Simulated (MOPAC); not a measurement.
Energy landscape of H2S, singlet: map of symmetric stretch and bend. Scanned: S-H bond length and H-S-H angle.

Cartesian coordinates as functions of the variables (Å; names that start with a are angles):
```
S  0  0  0
H  r*sin(a/2)  0  r*cos(a/2)
H  -r*sin(a/2)  0  r*cos(a/2)
```

Computed with PM3, restricted, heats of formation (MOPAC).

Energy in kcal/mol above the lowest grid point; x is the S-H bond length (Å), y the H-S-H angle (°).

```
y \ x  1.14  1.21  1.27  1.34  1.41  1.47  1.54  1.61   1.68   1.74   1.81
-----  ----  ----  ----  ----  ----  ----  ----  ----  -----  -----  -----
180    85.1  76.3  73.5  73.2  75.1  78.2  84.0  92.7  104.3  116.4  132.1
170    80.2  71.1  68.0  67.3  68.6  71.2  76.2  83.9   94.4  105.4  119.9
160    68.3  59.1  55.8  54.9  56.0  58.5  63.4  71.1   81.7   92.9  107.6
150    54.3  45.3  42.1  41.4  42.7  45.3  50.5  58.5   69.5   81.0   96.1
140    40.9  32.2  29.2  28.7  30.3  33.2  38.7  47.1   58.5   70.4   86.0
130    29.3  20.9  18.2  17.9  19.8  22.9  28.8  37.5   49.3   61.5   77.5
120    20.1  12.1   9.5   9.5  11.5  14.9  21.0  30.0   42.1   54.6   70.9
110    13.6   5.9   3.6   3.8   5.9   9.4  15.6  24.8   37.1   49.7   66.3
100    10.3   2.5   0.4   0.8   3.1   6.6  12.8  22.0   34.4   47.1   63.8
90     10.9   2.4   0.0   0.4   2.8   6.4  12.7  21.8   34.0   46.7   63.3
80     16.2   6.6   3.3   2.9   5.0   8.4  14.7  23.9   36.0   48.5   64.9
70     25.5  15.5  11.3   9.6  10.4  12.9  18.6  27.4   39.3   51.8   68.1
```

Points that lie below all their neighbours on the grid: x = 1.27, y = 90 (0.0 kcal/mol).
